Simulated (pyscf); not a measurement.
Single points on ωB97X-D3(BJ)/def2-SVP structures (PySCF, gas phase).

### Question
Estimate the classical barrier height and the reaction energy of `[O]=[Sn]([OH])[OH]` + `[OH2]` → `[OH][Sn]([OH])([OH])[OH]` at ωB97M-D3(BJ)/def2-TZVP. The step runs on the singlet surface, breaks H–O and forms H–O, O–Sn; take the separated reactants as zero.

### Answer
ΔE‡ = -17.3 kcal/mol, ΔE = -61.5 kcal/mol. Zero-point energy shifts the barrier by +0.4 kcal/mol. It is an addition across a multiple bond or ene-type step, with an imaginary mode of 706i cm⁻¹. On the reactant side the descent ends in an adduct with a O–Sn contact, 20.8 kcal/mol under the separated species and 2.1 kcal/mol under the saddle at ωB97X-D3(BJ)/def2-TZVP. At ωB97M-D3(BJ) the saddle lies under the separated reactants, which points to a path from their complex (located at ωB97X-D3(BJ) alone). What is counted as formed (O–Sn) is already present as a longer contact in the reactant adduct; forming that adduct is a step of its own. This is the saddle that the search found; another between the same sides may lie lower. Elements past Kr carry the def2 core potentials, without spin-orbit coupling.
